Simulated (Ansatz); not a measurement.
# PBE/cc-pVDZ run of C3H6F2 (1,3-difluoropropane)

What is the energy change on altering one bond length of C3H6F2 (1,3-difluoropropane) at PBE/cc-pVDZ? 

Program for the calculation: Ansatz 0.2.0.

49 further runs of the same task are left out: 49 set aside as unsound or not needed.

### 1 Starting point

The species is C3H6F2 (11 atoms), meant as a singlet with charge 0. SMILES: `FCCCF`. The shape is that of a PBE0-D4/def2-TZVP optimisation. This is one conformer, not always the lowest.

Bond lengths: F1–C2 1.383 Å, C2–C3 1.509 Å, C3–C4 1.507 Å, C4–F5 1.386 Å, C2–H6 1.096 Å, C2–H7 1.093 Å, C3–H8 1.093 Å, C3–H9 1.095 Å, C4–H10 1.095 Å, C4–H11 1.093 Å. Some angles: F1–C2–C3 109.8°, C2–C3–C4 112.4°, C3–C4–F5 110.3°, F1–C2–H6 107.7°, F1–C2–H7 107.9°, C3–C2–H6 111.1°, C3–C2–H7 111.3°, C2–C3–H8 109.6°, C2–C3–H9 109.3°, C4–C3–H8 109.6°.

### 2 The energy at PBE/cc-pVDZ

File in.yaml:

```yaml
basis:
  gaussian: {orbitals: cc-pVDZ}
crystal:
  periodic: [false, false, false]
  atoms:
    - {symbol: F, position_ang: [-1.964400, 1.432700, -0.107100]}
    - {symbol: C, position_ang: [-0.715300, 1.000700, 0.300600]}
    - {symbol: C, position_ang: [-0.375000, -0.298800, -0.387800]}
    - {symbol: C, position_ang: [0.967500, -0.838200, 0.034700]}
    - {symbol: F, position_ang: [1.975600, 0.040200, -0.331200]}
    - {symbol: H, position_ang: [-0.744500, 0.875300, 1.388600]}
    - {symbol: H, position_ang: [0.008000, 1.781800, 0.054100]}
    - {symbol: H, position_ang: [-0.388200, -0.154300, -1.471600]}
    - {symbol: H, position_ang: [-1.138100, -1.046200, -0.147100]}
    - {symbol: H, position_ang: [1.026200, -0.968100, 1.120800]}
    - {symbol: H, position_ang: [1.173400, -1.798000, -0.445900]}
hamiltonian: {xc: {name: PBE}}
accuracy: high
output: {orbitals: {seedname: orbitals}}
```

The run is started by

```console
$ ansatz run in.yaml --threads 1 --pin off --max-ram 3480MiB --events-out events.jsonl --progress --plain --runs-dir runs
```

The program printed:

```text
Warning: RAYON_NUM_THREADS=1 ignored (pool sized by the plan → 1); use --threads N
Functional definition: PBE
  name "PBE"
  parameter kappa = 0.804
  parameter beta = 0.06672455060314922
  exchange = pbe_x(kappa = kappa, mu = beta*pi^2/3)
  correlation = pbe_c(beta = beta)
2402 factors; integrals over basis functions are off by at most 3.6e-9 eV
mean field evaluation 1: about -8626.5746 eV, gradient 5.1e1 eV
mean field evaluation 2: about -8621.2444 eV, gradient 6.7e1 eV
mean field evaluation 4: about -8632.9210 eV, gradient 4.5e0 eV
mean field evaluation 8: about -8632.9356 eV, gradient 2.3e-1 eV
mean field evaluation 16: about -8632.9358 eV, gradient 7.5e-5 eV
mean field -8632.93575421 eV, -317.2545373531 hartree, gradient 1.8e-8 eV, S^2 0.000000; 0 other end points of the search recorded, 0 dependent functions left out
reference -8632.93575740 eV, -317.2545374706 hartree; 21, 21 occupied and 79, 79 virtual orbitals, 2402 factors
Total energy: -8632.93575740 eV, -317.2545374706 hartree
```

It took 8.7 s on 1 thread of Arm Neoverse V1, shared host; peak memory 0.29 GiB.

### 3 The distorted shape, same level

File molecule.yaml:

```yaml
crystal:
  periodic: [false, false, false]
  atoms:
    - symbol: F
      position_ang: [-2.015456, 1.627666, -0.003818]
    - symbol: C
      position_ang: [-0.766356, 1.195666, 0.403882]
    - symbol: C
      position_ang: [-0.375000, -0.298800, -0.387800]
    - symbol: C
      position_ang: [0.967500, -0.838200, 0.034700]
    - symbol: F
      position_ang: [1.975600, 0.040200, -0.331200]
    - symbol: H
      position_ang: [-0.795556, 1.070266, 1.491882]
    - symbol: H
      position_ang: [-0.043056, 1.976766, 0.157382]
    - symbol: H
      position_ang: [-0.388200, -0.154300, -1.471600]
    - symbol: H
      position_ang: [-1.138100, -1.046200, -0.147100]
    - symbol: H
      position_ang: [1.026200, -0.968100, 1.120800]
    - symbol: H
      position_ang: [1.173400, -1.798000, -0.445900]
basis:
  gaussian: {orbitals: cc-pVDZ}
hamiltonian: {xc: pbe}
accuracy: high
output: {orbitals: {seedname: orbitals}}
```

The run is started by

```console
$ ansatz run molecule.yaml --threads 1 --pin off --max-ram 3480MiB --events-out events.jsonl --progress --plain --runs-dir runs
```

The program printed, cut to the lines that bear on the results:

```text
Warning: RAYON_NUM_THREADS=1 ignored (pool sized by the plan → 1); use --threads N
[... 6 set-up lines as earlier in the session ...]
2395 factors; integrals over basis functions are off by at most 3.5e-9 eV
mean field evaluation 1: about -8626.8195 eV, gradient 4.8e1 eV
mean field evaluation 2: about -8622.5499 eV, gradient 6.2e1 eV
mean field evaluation 4: about -8632.4971 eV, gradient 4.0e0 eV
mean field evaluation 8: about -8632.5152 eV, gradient 3.3e-1 eV
mean field evaluation 16: about -8632.5154 eV, gradient 4.1e-5 eV
mean field -8632.51539302 eV, -317.2390893645 hartree, gradient 5.6e-8 eV, S^2 0.000000; 0 other end points of the search recorded, 0 dependent functions left out
reference -8632.51539620 eV, -317.2390894811 hartree; 21, 21 occupied and 79, 79 virtual orbitals, 2395 factors
Total energy: -8632.51539620 eV, -317.2390894811 hartree
```

Wall time 8.7 s (1 thread of Arm Neoverse V1, shared host); peak memory 0.28 GiB.

### 4 Summary of results

At PBE/cc-pVDZ:

```
                                                         quantity          value
                                        first shape: total energy  -317.25454 Eh
                                         first shape: HOMO energy       -7.22 eV
                                         first shape: LUMO energy        0.94 eV
                                       first shape: HOMO–LUMO gap        8.16 eV
                                    distorted shape: total energy  -317.23909 Eh
                                     distorted shape: HOMO energy       -6.99 eV
                                     distorted shape: LUMO energy        0.98 eV
                                   distorted shape: HOMO–LUMO gap        7.97 eV
energy change with the C2–C3 bond stretched from 1.509 to 1.736 Å       0.420 eV
```

**Reading.** With the C2–C3 bond stretched from 1.509 to 1.736 Å the energy rises by 0.42 eV (40.6 kJ/mol). The first shape isn't relaxed at this level, so the change isn't measured from a minimum.
